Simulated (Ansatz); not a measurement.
Program: Ansatz 0.2.0.

A structure relaxed at PBE0-D4/def2-TZVP, charge 0, multiplicity 1:

Cartesian coordinates in Å:
```
F 1.2109 -1.6561 -0.3492
C -0.0507 -1.3964 -0.0072
C -0.4873 -0.1527 0.1164
F -1.7656 0.0338 0.4729
C 0.2843 1.0863 -0.1158
F 0.4783 1.7705 1.0698
H -0.6628 -2.2751 0.1509
H -0.2646 1.7475 -0.7935
H 1.2576 0.8421 -0.5443
```

Problem. Give its formula and SMILES.

Solution. C3H3F3, `F/C=C(/F)CF`.

Problem. Summarise the bond lengths by kind.

Solution. 3 × C–F 1.333 to 1.382 Å; 2 × C–C 1.324 to 1.478 Å; 3 × C–H 1.083 to 1.094 Å.
